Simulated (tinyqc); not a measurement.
Inside a calculation (part 1 of 2). Method: RHF in the sto-3g basis, for BH3, spin multiplicity 1. Computed by tinyqc, a small Python program that keeps every step (integrals from PySCF). Settings: charge = 0, multiplicity = 1, basis = sto-3g, energy threshold = 1e-10, iteration cap = 50, orthogonalisation = canonical, start = random, DIIS depth = 0, damping = 0.2, method = RHF. Command: `OMP_NUM_THREADS=1 python tinyqc.py 22531 22532 out.jsonl` (the two numbers bound the seeds that draw the settings). One thread of a shared host (Intel(R) Xeon(R) Processor @ 2.60GHz), about 0.08 s of CPU time with the checks. Later iterations appear only in the table of the cycle.

## One-electron integrals

Geometry (angstrom):
```
atom        x        y       z
B      0.0000   0.0000  0.0010
H      1.4980   0.0000  0.0000
H     -0.7490   1.2970  0.0000
H     -0.7490  -1.2970  0.0000
```

Basis sto-3g: exponents (1/bohr^2) and contraction coefficients of normalised primitives:
```
element  l (shell)  exponent  coefficient
B            s (1)   48.7911       0.1543
B            s (1)    8.8874       0.5353
B            s (1)    2.4053       0.4446
B            s (2)    2.2370      -0.1000
B            s (2)    0.5198       0.3995
B            s (2)    0.1691       0.7001
B            p (3)    2.2370       0.1559
B            p (3)    0.5198       0.6077
B            p (3)    0.1691       0.3920
H            s (1)    3.4253       0.1543
H            s (1)    0.6239       0.5353
H            s (1)    0.1689       0.4446
```

Overlap, kinetic and nuclear-attraction integrals over the contracted functions; the nuclear repulsion is the sum of Za Zb / Rab.

nuclear repulsion = 5.911390 hartree

overlap S, order 1B 1s, 1B 2s, 1B 2px, 1B 2py, 1B 2pz, 2H 1s, 3H 1s, 4H 1s:
```
[[1.0000, 0.2693, 0.0000, 0.0000, 0.0000, 0.0333, 0.0333, 0.0333],
 [0.2693, 1.0000, 0.0000, 0.0000, 0.0000, 0.3305, 0.3306, 0.3306],
 [0.0000, 0.0000, 1.0000, 0.0000, 0.0000, 0.3748, -0.1875, -0.1875],
 [0.0000, 0.0000, 0.0000, 1.0000, 0.0000, 0.0000, 0.3246, -0.3246],
 [0.0000, 0.0000, 0.0000, 0.0000, 1.0000, -0.0003, -0.0003, -0.0003],
 [0.0333, 0.3305, 0.3748, 0.0000, -0.0003, 1.0000, 0.0414, 0.0414],
 [0.0333, 0.3306, -0.1875, 0.3246, -0.0003, 0.0414, 1.0000, 0.0414],
 [0.0333, 0.3306, -0.1875, -0.3246, -0.0003, 0.0414, 0.0414, 1.0000]]
```

kinetic energy T (hartree), order 1B 1s, 1B 2s, 1B 2px, 1B 2py, 1B 2pz, 2H 1s, 3H 1s, 4H 1s:
```
[[10.8263, -0.0480, 0.0000, 0.0000, 0.0000, -0.0098, -0.0098, -0.0098],
 [-0.0480, 0.3592, 0.0000, 0.0000, 0.0000, 0.0300, 0.0301, 0.0301],
 [0.0000, 0.0000, 1.1239, 0.0000, 0.0000, 0.1054, -0.0528, -0.0528],
 [0.0000, 0.0000, 0.0000, 1.1239, 0.0000, 0.0000, 0.0914, -0.0914],
 [0.0000, 0.0000, 0.0000, 0.0000, 1.1239, -0.0001, -0.0001, -0.0001],
 [-0.0098, 0.0300, 0.1054, 0.0000, -0.0001, 0.7600, -0.0100, -0.0100],
 [-0.0098, 0.0301, -0.0528, 0.0914, -0.0001, -0.0100, 0.7600, -0.0100],
 [-0.0098, 0.0301, -0.0528, -0.0914, -0.0001, -0.0100, -0.0100, 0.7600]]
```

nuclear attraction V (hartree), order 1B 1s, 1B 2s, 1B 2px, 1B 2py, 1B 2pz, 2H 1s, 3H 1s, 4H 1s:
```
[[-24.2073, -3.4248, 0.0000, 0.0000, 0.0000, -0.4249, -0.4252, -0.4252],
 [-3.4248, -4.8207, 0.0001, 0.0000, 0.0002, -1.2925, -1.2930, -1.2930],
 [0.0000, 0.0001, -4.8276, 0.0000, 0.0000, -1.3702, 0.6855, 0.6855],
 [0.0000, 0.0000, 0.0000, -4.8276, 0.0000, 0.0000, -1.1869, 1.1869],
 [0.0000, 0.0002, 0.0000, 0.0000, -4.7140, 0.0009, 0.0009, 0.0009],
 [-0.4249, -1.2925, -1.3702, 0.0000, 0.0009, -3.3936, -0.1538, -0.1538],
 [-0.4252, -1.2930, 0.6855, -1.1869, 0.0009, -0.1538, -3.3939, -0.1540],
 [-0.4252, -1.2930, 0.6855, 1.1869, 0.0009, -0.1538, -0.1540, -3.3939]]
```

core Hamiltonian H = T + V (hartree), order 1B 1s, 1B 2s, 1B 2px, 1B 2py, 1B 2pz, 2H 1s, 3H 1s, 4H 1s:
```
[[-13.3810, -3.4728, 0.0000, 0.0000, 0.0000, -0.4347, -0.4349, -0.4349],
 [-3.4728, -4.4616, 0.0001, 0.0000, 0.0002, -1.2625, -1.2630, -1.2630],
 [0.0000, 0.0001, -3.7037, 0.0000, 0.0000, -1.2647, 0.6327, 0.6327],
 [0.0000, 0.0000, 0.0000, -3.7037, 0.0000, 0.0000, -1.0956, 1.0956],
 [0.0000, 0.0002, 0.0000, 0.0000, -3.5901, 0.0009, 0.0009, 0.0009],
 [-0.4347, -1.2625, -1.2647, 0.0000, 0.0009, -2.6336, -0.1639, -0.1639],
 [-0.4349, -1.2630, 0.6327, -1.0956, 0.0009, -0.1639, -2.6339, -0.1640],
 [-0.4349, -1.2630, 0.6327, 1.0956, 0.0009, -0.1639, -0.1640, -2.6339]]
```

## Two-electron integrals

Functions are numbered as in S; the eight-fold symmetry (ij|kl) = (ji|kl) = (kl|ij) leaves the list below.

Two-electron integrals (ij|kl) in chemists' order, unique and non-zero (hartree):
```
(11|11) 2.9235      (21|11) 0.5184      (21|21) 0.1093      (22|11) 0.7442
(22|21) 0.1932      (22|22) 0.5448      (31|31) 0.0203      (32|31) 0.0300
(32|32) 0.1203      (33|11) 0.7425      (33|21) 0.1932      (33|22) 0.5447
(33|33) 0.5868      (41|41) 0.0203      (42|41) 0.0300      (42|42) 0.1203
(43|43) 0.0316      (44|11) 0.7425      (44|21) 0.1932      (44|22) 0.5447
(44|33) 0.5235      (44|44) 0.5868      (51|51) 0.0203      (52|51) 0.0300
(52|52) 0.1203      (53|53) 0.0316      (54|54) 0.0316      (55|11) 0.7425
(55|21) 0.1932      (55|22) 0.5447      (55|33) 0.5235      (55|44) 0.5235
(55|55) 0.5868      (61|11) 0.0638      (61|21) 0.0134      (61|22) 0.0238
(61|31) 0.0009      (61|32) 0.0017      (61|33) 0.0240      (61|44) 0.0237
(61|51) -6.24e-07   (61|52) -1.16e-06   (61|53) -2.19e-07   (61|55) 0.0237
(61|61) 0.0017      (62|11) 0.1773      (62|21) 0.0469      (62|22) 0.1486
(62|31) 0.0051      (62|32) 0.0331      (62|33) 0.1574      (62|44) 0.1442
(62|51) -3.41e-06   (62|52) -2.21e-05   (62|53) -8.80e-06   (62|55) 0.1442
(62|61) 0.0061      (62|62) 0.0600      (63|11) 0.1761      (63|21) 0.0471
(63|22) 0.1576      (63|31) 0.0086      (63|32) 0.0525      (63|33) 0.1737
(63|44) 0.1494      (63|51) -2.88e-06   (63|52) -2.10e-05   (63|53) -1.23e-05
(63|55) 0.1494      (63|61) 0.0064      (63|62) 0.0740      (63|63) 0.0955
(64|41) 0.0043      (64|42) 0.0211      (64|43) 0.0059      (64|54) -3.96e-06
(64|64) 0.0060      (65|11) -1.18e-04   (65|21) -3.15e-05   (65|22) -1.05e-04
(65|31) -2.88e-06   (65|32) -2.10e-05   (65|33) -1.08e-04   (65|44) -9.97e-05
(65|51) 0.0043      (65|52) 0.0211      (65|53) 0.0059      (65|55) -1.08e-04
(65|61) -4.28e-06   (65|62) -4.94e-05   (65|63) -5.98e-05   (65|65) 0.0060
(66|11) 0.3516      (66|21) 0.0946      (66|22) 0.3406      (66|31) 0.0112
(66|32) 0.0997      (66|33) 0.3780      (66|44) 0.3216      (66|51) -7.51e-06
(66|52) -6.66e-05   (66|53) -3.76e-05   (66|55) 0.3216      (66|61) 0.0125
(66|62) 0.1846      (66|63) 0.2460      (66|65) -1.64e-04   (66|66) 0.7746
(71|11) 0.0638      (71|21) 0.0134      (71|22) 0.0238      (71|31) -4.68e-04
(71|32) -0.0009     (71|33) 0.0238      (71|41) 0.0008      (71|42) 0.0015
(71|43) -1.42e-04   (71|44) 0.0240      (71|51) -6.25e-07   (71|52) -1.17e-06
(71|53) 1.10e-07    (71|54) -1.90e-07   (71|55) 0.0237      (71|61) 0.0016
(71|62) 0.0056      (71|63) 0.0056      (71|64) 2.07e-04    (71|65) -3.95e-06
(71|66) 0.0113      (71|71) 0.0017      (72|11) 0.1774      (72|21) 0.0469
(72|22) 0.1487      (72|31) -0.0026     (72|32) -0.0166     (72|33) 0.1475
(72|41) 0.0044      (72|42) 0.0287      (72|43) -0.0057     (72|44) 0.1541
(72|51) -3.41e-06   (72|52) -2.21e-05   (72|53) 4.40e-06    (72|54) -7.63e-06
(72|55) 0.1442      (72|61) 0.0056      (72|62) 0.0371      (72|63) 0.0373
(72|64) 0.0043      (72|65) -2.99e-05   (72|66) 0.0850      (72|71) 0.0061
(72|72) 0.0600      (73|11) -0.0881     (73|21) -0.0236     (73|22) -0.0788
(73|31) 0.0054      (73|32) 0.0290      (73|33) -0.0822     (73|41) -0.0019
(73|42) -0.0136     (73|43) 0.0078      (73|44) -0.0794     (73|51) 1.44e-06
(73|52) 1.05e-05    (73|53) -6.04e-06   (73|54) 3.61e-06    (73|55) -0.0747
(73|61) -0.0026     (73|62) -0.0149     (73|63) -0.0126     (73|64) -0.0012
(73|65) 1.19e-05    (73|66) -0.0321     (73|71) -0.0032     (73|72) -0.0371
(73|73) 0.0284      (74|11) 0.1526      (74|21) 0.0408      (74|22) 0.1365
(74|31) -0.0019     (74|32) -0.0136     (74|33) 0.1321      (74|41) 0.0076
(74|42) 0.0447      (74|43) -0.0076     (74|44) 0.1478      (74|51) -2.49e-06
(74|52) -1.82e-05   (74|53) 3.61e-06    (74|54) -1.02e-05   (74|55) 0.1294
(74|61) 0.0049      (74|62) 0.0345      (74|63) 0.0348      (74|64) 0.0068
(74|65) -2.73e-05   (74|66) 0.0801      (74|71) 0.0056      (74|72) 0.0642
(74|73) -0.0388     (74|74) 0.0732      (75|11) -1.18e-04   (75|21) -3.15e-05
(75|22) -1.05e-04   (75|31) 1.44e-06    (75|32) 1.05e-05    (75|33) -1.02e-04
(75|41) -2.49e-06   (75|42) -1.82e-05   (75|43) 3.61e-06    (75|44) -1.06e-04
(75|51) 0.0043      (75|52) 0.0211      (75|53) -0.0030     (75|54) 0.0051
(75|55) -1.08e-04   (75|61) -3.95e-06   (75|62) -2.99e-05   (75|63) -2.97e-05
(75|64) -3.33e-06   (75|65) 0.0033      (75|66) -7.12e-05   (75|71) -4.29e-06
(75|72) -4.95e-05   (75|73) 2.99e-05    (75|74) -5.18e-05   (75|75) 0.0060
(76|11) 0.0213      (76|21) 0.0056      (76|22) 0.0181      (76|31) 2.64e-04
(76|32) 0.0017      (76|33) 0.0183      (76|41) 4.57e-04    (76|42) 0.0030
(76|43) 2.25e-04    (76|44) 0.0185      (76|51) -7.05e-07   (76|52) -4.67e-06
(76|53) -7.11e-07   (76|54) -1.23e-06   (76|55) 0.0176      (76|61) 0.0007
(76|62) 0.0061      (76|63) 0.0070      (76|64) 0.0007      (76|65) -5.47e-06
(76|66) 0.0166      (76|71) 0.0007      (76|72) 0.0061      (76|73) -0.0029
(76|74) 0.0064      (76|75) -5.48e-06   (76|76) 0.0008      (77|11) 0.3517
(77|21) 0.0946      (77|22) 0.3407      (77|31) -0.0056     (77|32) -0.0499
(77|33) 0.3358      (77|41) 0.0097      (77|42) 0.0864      (77|43) -0.0244
(77|44) 0.3640      (77|51) -7.51e-06   (77|52) -6.66e-05   (77|53) 1.88e-05
(77|54) -3.26e-05   (77|55) 0.3217      (77|61) 0.0113      (77|62) 0.0850
(77|63) 0.0854      (77|64) 0.0123      (77|65) -7.12e-05   (77|66) 0.2039
(77|71) 0.0125      (77|72) 0.1847      (77|73) -0.1231     (77|74) 0.2131
(77|75) -1.64e-04   (77|76) 0.0166      (77|77) 0.7746      (81|11) 0.0638
(81|21) 0.0134      (81|22) 0.0238      (81|31) -4.68e-04   (81|32) -0.0009
(81|33) 0.0238      (81|41) -0.0008     (81|42) -0.0015     (81|43) 1.42e-04
(81|44) 0.0240      (81|51) -6.25e-07   (81|52) -1.17e-06   (81|53) 1.10e-07
(81|54) 1.90e-07    (81|55) 0.0237      (81|61) 0.0016      (81|62) 0.0056
(81|63) 0.0056      (81|64) -2.07e-04   (81|65) -3.95e-06   (81|66) 0.0113
(81|71) 0.0016      (81|72) 0.0056      (81|73) -0.0030     (81|74) 0.0047
(81|75) -3.95e-06   (81|76) 0.0007      (81|77) 0.0113      (81|81) 0.0017
(82|11) 0.1774      (82|21) 0.0469      (82|22) 0.1487      (82|31) -0.0026
(82|32) -0.0166     (82|33) 0.1475      (82|41) -0.0044     (82|42) -0.0287
(82|43) 0.0057      (82|44) 0.1541      (82|51) -3.41e-06   (82|52) -2.21e-05
(82|53) 4.40e-06    (82|54) 7.63e-06    (82|55) 0.1442      (82|61) 0.0056
(82|62) 0.0371      (82|63) 0.0373      (82|64) -0.0043     (82|65) -2.99e-05
(82|66) 0.0850      (82|71) 0.0056      (82|72) 0.0371      (82|73) -0.0224
(82|74) 0.0302      (82|75) -3.00e-05   (82|76) 0.0042      (82|77) 0.0850
(82|81) 0.0061      (82|82) 0.0600      (83|11) -0.0881     (83|21) -0.0236
(83|22) -0.0788     (83|31) 0.0054      (83|32) 0.0290      (83|33) -0.0822
(83|41) 0.0019      (83|42) 0.0136      (83|43) -0.0078     (83|44) -0.0794
(83|51) 1.44e-06    (83|52) 1.05e-05    (83|53) -6.04e-06   (83|54) -3.61e-06
(83|55) -0.0747     (83|61) -0.0026     (83|62) -0.0149     (83|63) -0.0126
(83|64) 0.0012      (83|65) 1.19e-05    (83|66) -0.0321     (83|71) -0.0030
(83|72) -0.0224     (83|73) 0.0165      (83|74) -0.0180     (83|75) 1.77e-05
(83|76) -0.0021     (83|77) -0.0534     (83|81) -0.0032     (83|82) -0.0371
(83|83) 0.0284      (84|11) -0.1526     (84|21) -0.0408     (84|22) -0.1365
(84|31) 0.0019      (84|32) 0.0136      (84|33) -0.1321     (84|41) 0.0076
(84|42) 0.0447      (84|43) -0.0076     (84|44) -0.1478     (84|51) 2.49e-06
(84|52) 1.82e-05    (84|53) -3.61e-06   (84|54) -1.02e-05   (84|55) -0.1294
(84|61) -0.0049     (84|62) -0.0345     (84|63) -0.0348     (84|64) 0.0068
(84|65) 2.73e-05    (84|66) -0.0801     (84|71) -0.0047     (84|72) -0.0302
(84|73) 0.0180      (84|74) -0.0223     (84|75) 2.40e-05    (84|76) -0.0036
(84|77) -0.0678     (84|81) -0.0056     (84|82) -0.0642     (84|83) 0.0388
(84|84) 0.0732      (85|11) -1.18e-04   (85|21) -3.15e-05   (85|22) -1.05e-04
(85|31) 1.44e-06    (85|32) 1.05e-05    (85|33) -1.02e-04   (85|41) 2.49e-06
(85|42) 1.82e-05    (85|43) -3.61e-06   (85|44) -1.06e-04   (85|51) 0.0043
(85|52) 0.0211      (85|53) -0.0030     (85|54) -0.0051     (85|55) -1.08e-04
(85|61) -3.95e-06   (85|62) -2.99e-05   (85|63) -2.97e-05   (85|64) 3.33e-06
(85|65) 0.0033      (85|66) -7.12e-05   (85|71) -3.95e-06   (85|72) -3.00e-05
(85|73) 1.77e-05    (85|74) -2.40e-05   (85|75) 0.0033      (85|76) -3.68e-06
(85|77) -7.12e-05   (85|81) -4.29e-06   (85|82) -4.95e-05   (85|83) 2.99e-05
(85|84) 5.18e-05    (85|85) 0.0060      (86|11) 0.0213      (86|21) 0.0056
(86|22) 0.0181      (86|31) 2.64e-04    (86|32) 0.0017      (86|33) 0.0183
(86|41) -4.57e-04   (86|42) -0.0030     (86|43) -2.25e-04   (86|44) 0.0185
(86|51) -7.05e-07   (86|52) -4.67e-06   (86|53) -7.11e-07   (86|54) 1.23e-06
(86|55) 0.0176      (86|61) 0.0007      (86|62) 0.0061      (86|63) 0.0070
(86|64) -0.0007     (86|65) -5.47e-06   (86|66) 0.0166      (86|71) 0.0007
(86|72) 0.0042      (86|73) -0.0021     (86|74) 0.0036      (86|75) -3.68e-06
(86|76) 0.0006      (86|77) 0.0095      (86|81) 0.0007      (86|82) 0.0061
(86|83) -0.0029     (86|84) -0.0064     (86|85) -5.48e-06   (86|86) 0.0008
(87|11) 0.0213      (87|21) 0.0056      (87|22) 0.0182      (87|31) -0.0005
(87|32) -0.0035     (87|33) 0.0187      (87|44) 0.0182      (87|51) -7.05e-07
(87|52) -4.67e-06   (87|53) 1.42e-06    (87|55) 0.0176      (87|61) 0.0007
(87|62) 0.0042      (87|63) 0.0041      (87|65) -3.69e-06   (87|66) 0.0095
(87|71) 0.0007      (87|72) 0.0061      (87|73) -0.0041     (87|74) 0.0057
(87|75) -5.48e-06   (87|76) 0.0006      (87|77) 0.0166      (87|81) 0.0007
(87|82) 0.0061      (87|83) -0.0041     (87|84) -0.0057     (87|85) -5.48e-06
(87|86) 0.0006      (87|87) 0.0008      (88|11) 0.3517      (88|21) 0.0946
(88|22) 0.3407      (88|31) -0.0056     (88|32) -0.0499     (88|33) 0.3358
(88|41) -0.0097     (88|42) -0.0864     (88|43) 0.0244      (88|44) 0.3640
(88|51) -7.51e-06   (88|52) -6.66e-05   (88|53) 1.88e-05    (88|54) 3.26e-05
(88|55) 0.3217      (88|61) 0.0113      (88|62) 0.0850      (88|63) 0.0854
(88|64) -0.0123     (88|65) -7.12e-05   (88|66) 0.2039      (88|71) 0.0113
(88|72) 0.0850      (88|73) -0.0534     (88|74) 0.0678      (88|75) -7.12e-05
(88|76) 0.0095      (88|77) 0.2039      (88|81) 0.0125      (88|82) 0.1847
(88|83) -0.1231     (88|84) -0.2131     (88|85) -1.64e-04   (88|86) 0.0166
(88|87) 0.0166      (88|88) 0.7746
```

## Orthogonalisation

S = U s U^T; canonical form X = U s^(-1/2), so that X^T S X = 1. Each column of U has its largest component positive (the first on a tie).

eigenvalues of S: [0.4208, 0.5197, 0.5198, 0.9705, 1.0000, 1.4389, 1.4389, 1.6914]

X, order 1B 1s, 1B 2s, 1B 2px, 1B 2py, 1B 2pz, 2H 1s, 3H 1s, 4H 1s:
```
[[-0.4345, 0.0000, -0.0004, 0.9186, 0.0057, 0.0001, 0.0000, 0.2449],
 [1.1371, 0.0000, 0.0008, -0.0080, 0.0006, 0.0002, 0.0000, 0.5191],
 [-0.0009, 0.0000, 0.9585, 0.0000, 0.0000, 0.6026, 0.0000, -0.0002],
 [0.0000, 0.9585, 0.0000, 0.0000, 0.0000, 0.0000, 0.6026, 0.0000],
 [-0.0007, 0.0000, 0.0000, -0.0064, 1.0000, 0.0000, 0.0000, -0.0003],
 [-0.5453, 0.0000, -0.8190, -0.2493, -0.0015, 0.4705, 0.0000, 0.2952],
 [-0.5464, -0.7090, 0.4090, -0.2492, -0.0015, -0.2351, 0.4073, 0.2955],
 [-0.5464, 0.7090, 0.4090, -0.2492, -0.0015, -0.2351, -0.4073, 0.2955]]
```

Within a degenerate level the vectors are fixed only up to a rotation; this is one choice.

## Starting guess

The start is random orthonormal orbitals; D = 2 C_occ C_occ^T.

D at the start, order 1B 1s, 1B 2s, 1B 2px, 1B 2py, 1B 2pz, 2H 1s, 3H 1s, 4H 1s:
```
[[0.7413, -0.1114, 0.1470, 0.1539, 0.6677, -0.1390, 0.5411, 0.4909],
 [-0.1114, 1.0861, -0.0541, 0.4531, -0.8048, 0.1460, -0.4698, 0.4106],
 [0.1470, -0.0541, 1.4747, -0.3968, 0.4236, -0.2212, -0.3080, 0.7141],
 [0.1539, 0.4531, -0.3968, 2.2020, 0.2998, 0.3114, -1.2580, 0.3216],
 [0.6677, -0.8048, 0.4236, 0.2998, 1.2817, -0.1740, 0.2674, 0.2965],
 [-0.1390, 0.1460, -0.2212, 0.3114, -0.1740, 0.0945, -0.2558, -0.0953],
 [0.5411, -0.4698, -0.3080, -1.2580, 0.2674, -0.2558, 1.6084, -0.1365],
 [0.4909, 0.4106, 0.7141, 0.3216, 0.2965, -0.0953, -0.1365, 0.8388]]
```

## Iteration 1: building the Fock matrix

J_ij = sum D_kl (ij|kl), K_ij = sum D_kl (ik|jl); F = H + J - 0.5 K; E = tr D H + tr D J / 2 - 0.25 tr D K + E_nn.

Coulomb J (hartree), order 1B 1s, 1B 2s, 1B 2px, 1B 2py, 1B 2pz, 2H 1s, 3H 1s, 4H 1s:
```
[[6.9280, 1.6259, -0.0030, 0.0254, -0.0178, 0.2000, 0.2020, 0.1994],
 [1.6259, 4.1526, -0.0644, 0.0907, -0.1373, 1.1038, 1.2197, 1.1485],
 [-0.0030, -0.0644, 4.1374, -0.0319, 0.0214, 1.1553, -0.6744, -0.6218],
 [0.0254, 0.0907, -0.0319, 4.2063, 0.0187, 0.0107, 1.1623, -1.0576],
 [-0.0178, -0.1373, 0.0214, 0.0187, 4.1079, -0.0224, -0.0245, -0.0305],
 [0.2000, 1.1038, 1.1553, 0.0107, -0.0224, 2.5138, 0.1412, 0.1364],
 [0.2020, 1.2197, -0.6744, 1.1623, -0.0245, 0.1412, 3.1766, 0.1440],
 [0.1994, 1.1485, -0.6218, -1.0576, -0.0305, 0.1364, 0.1440, 2.8282]]
```

exchange K (hartree), order 1B 1s, 1B 2s, 1B 2px, 1B 2py, 1B 2pz, 2H 1s, 3H 1s, 4H 1s:
```
[[2.3866, 0.8221, -0.0070, 0.1737, 0.3405, 0.1124, 0.3000, 0.2736],
 [0.8221, 1.3335, -0.0335, 0.1207, -0.3217, 0.3293, 0.4360, 0.5106],
 [-0.0070, -0.0335, 1.0496, -0.2449, 0.1644, 0.2520, -0.4189, -0.0003],
 [0.1737, 0.1207, -0.2449, 1.2388, 0.1626, 0.0192, 0.2600, -0.3010],
 [0.3405, -0.3217, 0.1644, 0.1626, 1.0095, -0.0939, -0.0171, -0.0888],
 [0.1124, 0.3293, 0.2520, 0.0192, -0.0939, 0.2298, -0.0170, 0.1169],
 [0.3000, 0.4360, -0.4189, 0.2600, -0.0171, -0.0170, 0.9929, 0.1142],
 [0.2736, 0.5106, -0.0003, -0.3010, -0.0888, 0.1169, 0.1142, 0.6932]]
```

Fock matrix F (hartree), order 1B 1s, 1B 2s, 1B 2px, 1B 2py, 1B 2pz, 2H 1s, 3H 1s, 4H 1s:
```
[[-7.6463, -2.2579, 0.0005, -0.0614, -0.1881, -0.2909, -0.3829, -0.3724],
 [-2.2579, -0.9757, -0.0476, 0.0303, 0.0238, -0.3233, -0.2612, -0.3698],
 [0.0005, -0.0476, -0.0911, 0.0905, -0.0608, -0.2355, 0.1678, 0.0111],
 [-0.0614, 0.0303, 0.0905, -0.1168, -0.0626, 0.0011, -0.0632, 0.1884],
 [-0.1881, 0.0238, -0.0608, -0.0626, 0.0130, 0.0255, -0.0151, 0.0148],
 [-0.2909, -0.3233, -0.2355, 0.0011, 0.0255, -0.2347, -0.0142, -0.0859],
 [-0.3829, -0.2612, 0.1678, -0.0632, -0.0151, -0.0142, 0.0463, -0.0771],
 [-0.3724, -0.3698, 0.0111, 0.1884, 0.0148, -0.0859, -0.0771, -0.1524]]
```

total energy of this density = -15.506316 hartree

This density is the starting one.
